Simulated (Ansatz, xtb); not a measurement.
# Two structures of CH2Al2+

Structure X is a doublet given by its coordinates and structure Y is a doublet given by its coordinates. Both are isolated ions in the gas phase, relaxed with PBE0-D3(BJ)/def2-SVP.

X (Å):

```json
{"atom": "C", "x (Å)": "0.1773", "y (Å)": "-0.2139", "z (Å)": "-0.6619"}
{"atom": "Al", "x (Å)": "2.0526", "y (Å)": "-0.5964", "z (Å)": "-1.2272"}
{"atom": "Al", "x (Å)": "-1.5086", "y (Å)": "-1.2818", "z (Å)": "-0.6597"}
{"atom": "H", "x (Å)": "-0.0912", "y (Å)": "0.7039", "z (Å)": "-1.2380"}
{"atom": "H", "x (Å)": "0.2827", "y (Å)": "0.1172", "z (Å)": "0.3991"}
```

Close contacts (Å): C1–Al2 2.00, C1–Al3 2.00, C1–H4 1.12, C1–H5 1.12.

Y (Å):

```csv
atom,x (Å),y (Å),z (Å)
C,-0.3833,-0.1285,0.2314
Al,-1.6309,0.0109,-1.1151
Al,1.3963,-0.4541,0.2557
H,2.9292,-0.7398,0.2025
H,-0.8956,0.0303,1.1996
```

Close contacts (Å): C1–Al2 1.84, C1–Al3 1.81, C1–H5 1.11, Al3–H4 1.56.

Task: Estimate which is lower in electronic energy at CCSD(T)/def2-TZVP, and by roughly how much.

Result: The CCSD(T)/def2-TZVP calculation puts structure X lower, by 1.054 eV.

Level by level:

| level | geometry | E(Y) − E(X) (eV) | departure from the last row (eV) | job, with rough time for the two |
| --- | --- | --- | --- | --- |
| GFN2-xTB | GFN2-xTB | +0.279 | −0.775 | optimisation, 0.22 s |
| HF/STO-3G | GFN2-xTB | +1.714 | +0.659 | single point, 0.42 s |
| r2SCAN-D4/def2-SVP | GFN2-xTB | +1.204 | +0.150 | single point, 3.9 s |
| PBE0-D3(BJ)/def2-SVP | PBE0-D3(BJ)/def2-SVP | +1.204 | +0.150 | optimisation, 27 s |
| HF/def2-TZVP | PBE0-D3(BJ)/def2-SVP | +0.994 | −0.061 | part of the CCSD(T) run |
| MP2/def2-TZVP | PBE0-D3(BJ)/def2-SVP | +0.699 | −0.355 | part of the CCSD(T) run |
| CCSD(T)/def2-TZVP | PBE0-D3(BJ)/def2-SVP | +1.054 |  | single point, 31 s |

The levels shown agree on the order. The largest departure from CCSD(T)/def2-TZVP is that of GFN2-xTB, 0.775 eV.

With harmonic frequencies from PBE0-D3(BJ)/def2-SVP (ideal gas, rigid rotor, one conformer each, 1000 K, 1 atm): the zero-point term adds −0.100 eV; ΔH is +0.995 and ΔG +0.817 eV.

Open shells are spin-unrestricted, with notable spin contamination under HF/STO-3G, HF/def2-TZVP, MP2/def2-TZVP, CCSD(T)/def2-TZVP. The correlated steps freeze 11 core orbitals. Codes used: Ansatz 0.2.0, xtb 6.7.1; the last row on 1 thread of Intel(R) Xeon(R) Platinum 8488C (Sapphire Rapids) on a shared host.
